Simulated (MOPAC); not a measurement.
MOPAC input (AM1):

```
AM1 FORCE THERMO(298,298) PRECISE LET CHARGE=-1 GEO-OK AUX(PRECISION=9) THREADS=1
H2P

P     0.00044584 1    0.06074917 1    0.07082200 1
H     1.00819744 1   -0.54546515 1   -0.61187570 1
H    -1.01598349 1   -0.51541473 1   -0.62490898 1
```

**Question.** Which zero-point energy does it print?

**Answer.** 8.52 kcal/mol, from the harmonic wavenumbers of AM1.
